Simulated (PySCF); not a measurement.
Cartesian coordinates in Å; atom numbers follow the order of the lines, from 1:
```xyz
14

C    -1.911    0.146    0.045
C    -0.517    0.224   -0.528
N     0.515   -0.190    0.480
C     1.916   -0.183   -0.014
H    -2.183   -0.879    0.338
H    -2.042    0.813    0.912
H    -2.631    0.466   -0.722
H    -0.385   -0.439   -1.395
H    -0.251    1.244   -0.841
H     0.436    0.423    1.302
H     0.277   -1.128    0.828
H     2.174    0.835   -0.329
H     1.994   -0.868   -0.867
H     2.587   -0.508    0.791
```

Total charge +1.

Geometry: PBE0-D3(BJ)/def2-SVP; GIAO shifts from PySCF 2.14, gas phase, non-relativistic, averaged over equivalent atoms.

At PBE0/pcSseg-1 (118 basis functions, 6.6 s wall time on 1 thread of an Arm Neoverse V2, shared host):
| atoms | δ (ppm) |
| --- | --- |
| C2 | 52.2 |
| C4 | 37.5 |
| C1 | 13.7 |
| N3 | 72.3 |
| H10/H11 | 3.88 |
| H12/H13/H14 | 3.25 |
| H8/H9 | 3.24 |
| H5/H6/H7 | 1.79 |

References, each an isolated molecule treated in the same way: 13C (σ = 184.41 ppm) and 1H (σ = 31.27 ppm) vs TMS; 15N (σ = 265.67 ppm) against NH3.

Question: Estimate the result of repeating the calculation with wB97X-D/pcSseg-2.

Answer: 
```csv
atoms,δ at wB97X-D/pcSseg-2,change
C2,54.4,+2.2
C4,38.8,+1.3
C1,14.1,+0.4
N3,66.0,-6.3
H10/H11,4.24,+0.36
H12/H13/H14,3.13,-0.12
H8/H9,3.33,+0.09
H5/H6/H7,1.66,-0.13
```

δ = σ(ref) − σ, references computed at the same level: 13C (σref 184.42) and 1H (σref 31.36) against TMS; 15N (σref 260.06) vs NH3.

The largest change is at N3 (ammonium nitrogen). Cost: 284 basis functions, 28 s wall time on 1 thread of an Arm Neoverse V2, shared host. The order of the carbon signals is the same at both levels.

Experimental scales use liquid or dissolved standards, which lie at an offset from isolated NH3 (liquid NH3: subtract about 20 ppm).
